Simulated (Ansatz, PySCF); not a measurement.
Process, species as SMILES: CCOC + H+ -> CC[OH+]C
Each molecule is optimised on its own at B3LYP-D3(BJ)/def2-TZVP (Ansatz, a quantum-chemistry and plane-wave program), one conformer each, not searched for the lowest.
Geometry of the first species:
```
C
H 1 1.0999
H 1 1.0999 2 107.18
O 1 1.4156 2 109.77 3 119.17
C 4 1.4088 1 112.87 2 -58.78
H 5 1.0890 4 107.48 1 180.00
H 5 1.0982 6 109.00 4 120.97
H 5 1.0982 6 109.00 7 118.06
C 1 1.5130 2 110.66 3 -120.74
H 9 1.0908 1 110.53 2 179.36
H 9 1.0908 10 108.33 1 -121.24
H 9 1.0915 10 108.52 11 -117.64
```

Quantity: proton affinity (enthalpy at 298 K, with B3LYP-D3(BJ) rigid-rotor harmonic-oscillator terms from PySCF), positive where the reaction releases energy, in kcal/mol. Valence correlation only, unless marked. No spin-orbit coupling. Non-relativistic. CBS marks a two-point X^-3 extrapolation of the correlation energy; Hartree-Fock from the larger set. [CCSD(T)-MP2]/basis is that difference in the basis named.

| level | program | proton affinity (kcal/mol) | minus last row |
|---|---|---|---|
| HF/cc-pVDZ | Ansatz | 199.0 | 5.3 |
| HF-D3(BJ)/def2-TZVPD | PySCF + dftd3 | 201.5 | 7.8 |
| revPBE-D3(BJ)/def2-TZVPD | Ansatz + dftd3 | 195.1 | 1.4 |
| revPBE/def2-TZVPD | Ansatz | 193.6 | -0.1 |
| PBE0-D3(BJ)/def2-TZVP | Ansatz + dftd3 | 193.4 | -0.3 |
| PBE0-D4/def2-TZVP | Ansatz + dftd4 | 192.6 | -1.1 |
| PBE0/def2-TZVP | Ansatz | 192.9 | -0.8 |
| BHLYP-D4/def2-TZVPD | Ansatz + dftd4 | 194.2 | 0.5 |
| r2SCANh-D4/def2-TZVPD | Ansatz + dftd4 | 193.1 | -0.6 |
| r2SCAN0/def2-TZVPD | Ansatz | 193.3 | -0.4 |
| B2PLYP-D4/def2-TZVPD | Ansatz + dftd4 | 192.1 | -1.6 |
| MP2/cc-pVDZ | Ansatz | 195.4 | 1.7 |
| CCSD(T)/6-31G | Ansatz | 200.8 | 7.1 |
| RI-MP2/CBS(cc-pVTZ,cc-pVQZ)+[CCSD(T)-MP2]/cc-pVDZ | Ansatz | 193.6 | -0.1 |
| RI-MP2/CBS(cc-pVTZ,cc-pVQZ)+[CCSD(T)-MP2]/cc-pVTZ | Ansatz | 193.7 | 0.0 |
